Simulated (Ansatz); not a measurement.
Geometry optimisation, Ansatz, RKS PBE0-D4/def2-SVP.

Input file:

```yaml
crystal:
  periodic: [false, false, false]
  atoms:
    - { symbol: C, position_ang: [-0.7898, 0.7424, -0.0605] }
    - { symbol: S, position_ang: [-0.4797, -0.1955, 1.4091] }
    - { symbol: Mg, position_ang: [1.3053, -1.3693, 0.2756] }
    - { symbol: H, position_ang: [-1.53089, -0.12559, 2.30045] }
    - { symbol: H, position_ang: [0.0599, 1.371, -0.3703] }
    - { symbol: H, position_ang: [-1.6845, 1.4899, 0.1344] }
    - { symbol: H, position_ang: [2.6852, -2.2257, -0.5235] }
basis:
  gaussian: { orbitals: def2-SVP }
hamiltonian:
  xc: pbe0
  dispersion: d4
relax:
  f_tol: 0.02
  max_steps: 50
output:
  orbitals: {}
```

Launched with:

```bash
$ ansatz run input.yaml --threads 1 --pin off --max-ram 2048MiB --backend cpu --events-out ev --progress --plain --runs-dir out
```

Problem. Where does it end, and by what steps?

Solution. It converged. The force dipped under the threshold on the way, but the program's further checks kept it going. After 18 steps the energy has fallen by 2.901 eV; H6 moved furthest, 1.38 Å. Parted: S2–Mg3. Joined: C1–Mg3.

```
step  energy less start (eV)  largest force component (eV/Å)  accepted
   0                  0.0000                           1.856       yes
   1                 -0.6787                           1.172       yes
   2                 -1.2487                           1.130       yes
   3                 -1.8381                           1.099       yes
   4                 -2.3311                           1.034       yes
   5                 -2.5952                           0.799       yes
   6                 -2.7604                           0.607       yes
   7                 -2.8064                           1.508       yes
   8                 -2.8442                           0.473       yes
   9                 -2.8712                           0.149       yes
  10                 -2.8756                           0.167       yes
  11                 -2.8760                           0.483       yes
  12                 -2.8876                           0.170       yes
  13                 -2.8814                           0.328        no
  14                 -2.8963                           0.137       yes
  15                 -2.8999                           0.060       yes
  16                 -2.9009                           0.012       yes
  17                 -2.9010                           0.061       yes
  18                 -2.9011                           0.016       yes
```

```xyz
7
Properties=species:S:1:pos:R:3
C -0.346 0.368 0.270
S -0.705 -0.122 1.973
Mg 1.163 -0.975 -0.354
H -1.680 0.754 2.322
H 0.001 1.414 0.224
H -1.245 0.277 -0.364
H 2.378 -2.029 -0.906
```

Whether the end is a true minimum wasn't checked by a vibrational analysis.

Time of the run: 48 s on 1 thread of Arm Neoverse V2, with other jobs on the host, peak memory 0.14 GiB.
